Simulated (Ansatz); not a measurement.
A made-up structure of AlHO2, closed shell:

```xyz
4
angstrom
O -1.6341 -1.2866 -0.7192
Al -0.4159 -0.4289 -0.1492
O 0.8802 0.4060 0.4830
H -2.1468 -1.9577 -1.1963
```

It is relaxed with PBE-D4/def2-SVP and then PBE0-D4/def2-TZVP (Ansatz 0.2.0). Atoms count as bonded within 1.22 times the sum of their covalent radii (H–H: 0.88 Å). The end point is not checked to be a true minimum.

Q: Does its bonding change? (Judge from chemistry; the calculation decides.)

A: Computed: No: no bond forms or breaks.

Where it ends: The first stage lowers the energy by 0.17 eV in 8 steps. It ends as AlHO₂ ([O][Al][OH]):
O1  (-1.807, -1.196, -0.666)
Al2  (-0.424, -0.438, -0.128)
O3  (0.859, 0.336, 0.420)
H4  (-1.944, -1.970, -1.207)
(Å)

Labels in which every atom is bracketed show which atoms are joined, not bond orders.

For scale, one of the runs: PBE0-D4/def2-TZVP relaxation, 105 basis functions, launched by `ansatz run in.yaml --threads 2 --pin off --events-out ev --progress --plain --max-ram 4352MiB`. Hardware: 2 CPU threads of an Intel Xeon Platinum 8175M, shared host. Wall time about 12 s.
